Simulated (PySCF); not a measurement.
Process, species as SMILES: N (NH3) → [NH2-] + H+
B3LYP-D3(BJ)/def2-TZVP geometries, fixed; electronic energies without zero-point terms.

Basis-set convergence of the deprotonation energy at PBE with PySCF. All functions are spherical. Density fitting with generated auxiliary sets. In sets without p functions on hydrogen, species with hydrogen take exact integrals. No added dispersion term, no relativity. Functions are those of the species that has most. Reference: the value in aug-pcseg-3, 406.57 kcal/mol, itself unsure by roughly 2.73 kcal/mol (its mean distance from aug-cc-pVQZ, def2-QZVPPD). Deviations are taken from unrounded values.

```
basis            functions  deprotonation energy (kcal/mol)  minus reference (kcal/mol)
---------------  ---------  -------------------------------  --------------------------
STO-3G                   8                           550.39                      143.82
6-31G                   15                           443.27                       36.70
6-31+G*                 24                           409.46                        2.89
6-31G**                 29                           445.73                       39.16
cc-pVDZ                 29                           445.95                       39.38
jun-cc-pV(T+d)Z         81                           407.89                        1.32
aug-cc-pVTZ            115                           407.86                        1.29
aug-pcseg-2            115                           406.92                        0.36
aug-pcseg-3            232                           406.57                        0.00
```
